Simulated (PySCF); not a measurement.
## A small calculation by hand: entropy of an ideal gas

C₂H₃, SMILES [CH]=C (connectivity only; charge and spin as stated), charge +1, multiplicity 1.

Geometry: B3LYP-D3(BJ)/def2-TZVP. The multiplicity is an assumed one; other spin states were not compared. The isomer is the one that the SMILES or the coordinates give; other isomers of the formula were not compared.

B3LYP-D3(BJ)/def2-TZVP (PySCF 2.14.0) gives the harmonic wavenumbers 293, 657, 853, 1081, 1181, 1781, 2999, 3047, 3290 cm⁻¹ and the rotational temperatures 13.6330, 1.5923, 1.4258 K. The molar mass is 27.05 g/mol, the symmetry number 2, the spin multiplicity 1.

Task: Work out the entropy at 298.15 K and 1 atm in the rigid-rotor, harmonic-oscillator model.

Result: 
Translation (Sackur–Tetrode at 1 atm): S = R[1.5 ln M + 2.5 ln T − 1.16487] = 149.9 J/(mol K).
Rotation: q = (√π/σ) T^1.5/√(θA θB θC) = 820, S = R[ln q + 3/2] = 68.3 J/(mol K).
Vibration: with u = 1.4388 ν/T, each mode gives R[u/(e^u − 1) − ln(1 − e^−u)]:
| ν (cm⁻¹) | modes | u | S (J/(mol K)) |
|---|---|---|---|
| 293 | 1 | 1.41 | 6.09 |
| 657 | 1 | 3.17 | 1.51 |
| 853 | 1 | 4.12 | 0.70 |
| 1081 | 1 | 5.22 | 0.28 |
| 1181 | 1 | 5.70 | 0.19 |
| 1781 | 1 | 8.59 | 0.01 |
The stiffer modes add less than 0.005 each. Sum 8.8 J/(mol K).
Spin: R ln 1 = 0.0 J/(mol K).
Total 226.9 J/(mol K); the program's own thermochemistry gives 226.9. Translation makes up 66 % and vibration 4 %. Anharmonicity, hindered rotation and orbital degeneracy are left out.
